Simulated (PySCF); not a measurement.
Species: C2HO3 (doublet state).
Geometry (GFN2-xTB, Å), atoms numbered from 1 in this order:
```
atom  x, y, z in Å
O1    -1.917    0.411    0.548
C2    -1.336   -0.594    0.305
O3    -0.092   -0.861   -0.049
C4     0.862    0.131   -0.217
O5     0.694    1.287   -0.068
H6     1.793   -0.373   -0.515
```

The hyperfine couplings belong to this conformer and change with its torsions.

As a line formula: `O=[C]OC=O` [radical].

Method used: UKS B3LYP, pcH-1 on C H O, non-relativistic, mean-field spin-orbit, GIAO in PySCF 2.14.0. One conformer (not necessarily the lowest) at the GFN2-xTB geometry, without solvent, vibrations or thermal averaging. A GFN2-xTB geometry isn't a minimum of the functional, and hyperfine couplings can be far from their values at a DFT geometry. No stability test was run, so a lower SCF solution isn't excluded.

Question: Match the computed a_iso(17O) values -214.8, -46.3, -3.6 MHz with the sites O1; O3; O5.

Answer: 
```
site  a_iso (MHz)  ρ(0) (bohr⁻³)         position  distance from C2 (Å)  spin population  largest |T| (MHz)
  O1        -46.3        +0.0764   1 bond from C2                  1.19            +0.23              107.7
  O3       -214.8        +0.3543   1 bond from C2                  1.32            +0.02               24.8
  O5         -3.6        +0.0060  3 bonds from C2                  2.79            +0.02               11.3
```

Question: Match the computed a_iso(13C) values +644.1, +29.6 MHz with the sites C2; C4.

Answer: 
```
site  a_iso (MHz)  ρ(0) (bohr⁻³)                 position  distance from C2 (Å)  spin population  largest |T| (MHz)
  C2       +644.1        +0.5730  largest spin population                  0.00            +0.69               91.1
  C4        +29.6        +0.0264          2 bonds from C2                  2.37            +0.03                9.3
```

ρ(0) is the spin density at the nucleus and T the dipolar tensor. Largest spin populations (Mulliken): C2 (+0.69) and O1 (+0.23).

Hardware: one thread, Intel Xeon at 2.70 GHz (x86_64), shared host. Cost: 17 s (with the writing of density and orbital grids), 0.46 GiB resident at most.
